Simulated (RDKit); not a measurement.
RDKit input (MMFF94):

```python
from rdkit import Chem
from rdkit.Chem import AllChem, rdDetermineBonds

mol = Chem.MolFromXYZFile('mol.xyz')
rdDetermineBonds.DetermineBonds(mol, charge=0)
print('SMILES', Chem.MolToSmiles(Chem.RemoveHs(mol)))
ff = AllChem.MMFFGetMoleculeForceField(mol, AllChem.MMFFGetMoleculeProperties(mol))
e0 = ff.CalcEnergy()
flag = ff.Minimize(maxIts=5000, forceTol=1e-5)
print(f'energy {e0:.4f} -> {ff.CalcEnergy():.4f} kcal/mol, converged: {flag == 0}')
print(Chem.MolToXYZBlock(mol))
```
mol.xyz:
```
3

O      0.00702152     0.00134342     0.11666744
H     -0.04995842     0.75929218    -0.47415850
H     -0.00621371    -0.77003954    -0.45918106
```

Output:

```
SMILES O
energy 0.0600 -> 0.0000 kcal/mol, converged: True
3

O      0.007514    0.001438    0.124846
H     -0.050160    0.757698   -0.478233
H     -0.006504   -0.768540   -0.463285
```
